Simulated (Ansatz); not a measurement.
# How well does each level of theory give the band gap of corundum Cr2O3?

Reference value: 3.3 ± 0.1 eV (measured, temperature not stated, not corrected to a static lattice, middle of the range; as tabulated in Medasani et al. (2019), arXiv:1904.04625).

```csv
level (code),value (eV),cell (Å³/atom)
LDA (Ansatz),…,9.61
PBE (Ansatz),1.63 (indirect),9.61
PBE-D3(BJ) (Ansatz),1.60,9.55
r²SCAN (Ansatz),2.57 (indirect),9.61
HSE06 (Ansatz),4.49 (direct),9.61
```

Some entries are withheld; supply them.


- LDA (Ansatz, an electronic-structure program), value (eV): 1.19 (indirect)

Differences against the reference: LDA -2.11 eV, PBE -1.67 eV, PBE-D3(BJ) -1.70 eV, r²SCAN -0.73 eV, HSE06 +1.19 eV.

Nearest, and too close to rank with a margin of 0.23 eV (twice that across the reference) picked here for doubts on the reference and the settings, and for temperature and zero-point motion: r²SCAN (-0.73 eV), HSE06 (+1.19 eV). LDA (-2.11 eV) lies farthest from it. Of these only r²SCAN lands within 1 eV.

Semilocal Kohn–Sham gaps run low as a rule, and all computed values are for a static lattice, while measured ones hold electron–phonon shifts unless said otherwise. Spin-polarised runs: LDA (opposed moments), PBE (opposed moments), PBE-D3(BJ) (opposed moments), r²SCAN (opposed moments), HSE06 (opposed moments). PBE-D3(BJ): the gap is read on the k mesh or supercell of the run alone and can be too large. Values are at the measured cell (atoms relaxed with PBEsol); PBE-D3(BJ) at the level's own relaxed cell. Cutoffs and k meshes differ between the levels. Ansatz's density-functional and Hartree–Fock values are scalar-relativistic unless marked +SOC, with PAW data made under PBE.

Differences are worked out from the printed values.
